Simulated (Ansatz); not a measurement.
A calculation with Ansatz (development build ahead of 0.2.0).

```yaml
crystal:
  periodic: [false, false, false]
  atoms:
    - { symbol: Mg, position_ang: [-0.01828, -0.04118, -0.89446] }
    - { symbol: H, position_ang: [0.01059, -0.01627, 0.8267] }
basis:
  gaussian: { orbitals: def2-SVP }
magnetization:
  initial_magnetization: 1
hamiltonian:
  xc: hf
correlation:
  method: mp2
  frozen_orbitals: { H: 0, Mg: 1 }
```

The input is written out in the form of the current development build from the run's settings. Correlation on restricted open-shell orbitals is semicanonical, with singles.

Results

```json
{
  "Converged": "yes",
  "Reference energy": "-200.07557 hartree",
  "Correlation energy": "-0.03090 hartree",
  "Total energy": "-200.10647 hartree",
  "Spin squared of the determinant": "0.750",
  "Stability test": "minimum among restricted orbitals",
  "Occupied orbitals by symmetry in an Abelian subgroup (alpha; beta)": "5 A1 1 B1 1 B2; 4 A1 1 B1 1 B2"
}
```

Messages of the program:
```
mean field -5444.33366323 eV, -200.0755718218 hartree, gradient 2.6e-6 eV, S^2 0.750000; 0 other ends of a descent, 0 dependent functions left out
```
